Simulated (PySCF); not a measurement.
Compound: C3H7P.
Bonds: C1–P2, P2–C3, C3–C4, P2–C4. Hydrogens: H5, H6, H7 on C1; H8, H9 on C3; H10, H11 on C4.

Method: PBE0-D3(BJ)/def2-SVP geometry optimisation, gas phase in PySCF; density fitting, grid level 1; the optimiser is geomeTRIC in internal coordinates, started from a GFN2-xTB structure with every atom displaced at random (about 0.01 Å).

Step 0: E = -12500.7319 eV
```
atom  x, y, z in Å  |  force x, y, z in eV/Å
C1      1.6375   -0.0098    0.1773   -1.691   1.595  -0.294
P2      0.0461   -0.3378    1.1156    0.511  -0.144   0.066
C3     -1.0937   -0.7511   -0.2904    1.243   1.556   0.629
C4     -1.0864    0.6985    0.1328   -1.914  -1.002   1.075
H5      1.4219    0.1710   -0.8956    0.185  -0.091   0.255
H6      2.2942   -0.8204    0.2913    1.255  -1.499   0.150
H7      2.1024    0.8976    0.5960    0.042  -0.078  -0.012
H8     -1.9212   -1.3498   -0.0482   -1.443  -0.924   0.402
H9     -0.6337   -0.9859   -1.2196    0.497  -0.329  -1.049
H10    -2.0169    1.0305    0.6522    0.635  -0.084  -0.221
H11    -0.7121    1.4314   -0.5270    0.681   1.001  -1.002
```

Task: Estimate the geometry and energy of step 1. (The exact step hangs on the optimiser's Hessian estimate; all steps are aligned on step 0, rigid shifts and turns removed.)

Result: E = -12500.8948 eV, largest force 0.621 eV/Å
```
atom  x, y, z in Å  |  force x, y, z in eV/Å
C1      1.6250    0.0215    0.1795    0.349  -0.504   0.099
P2      0.0595   -0.3052    1.1159    0.050  -0.011   0.112
C3     -1.0757   -0.7472   -0.2724   -0.390  -0.427  -0.094
C4     -1.1409    0.6892    0.1224    0.202   0.433  -0.338
H5      1.4602    0.2558   -0.8804   -0.038   0.036  -0.078
H6      2.2812   -0.8798    0.2444   -0.291   0.394  -0.046
H7      2.1676    0.8527    0.6506    0.027   0.075   0.018
H8     -1.9440   -1.3780   -0.0037    0.338   0.152  -0.110
H9     -0.6291   -1.0122   -1.2415   -0.064   0.061   0.143
H10    -2.0325    1.0372    0.6481   -0.080   0.018   0.058
H11    -0.7331    1.4401   -0.5786   -0.104  -0.226   0.237
```

The energy changes by -0.1629 eV. The first-order estimate −F·Δx gives -0.4368 eV and the mean of the old and new forces, exact on a quadratic surface, -0.1725 eV. The step makes an angle of 65° with the force vector and moves no atom by more than 0.096 Å.

What follows is the cost of the whole optimisation. Hardware: Arm Neoverse N1, one thread, on a shared host. Cost: 22 s wall, 0.39 GiB resident at most.
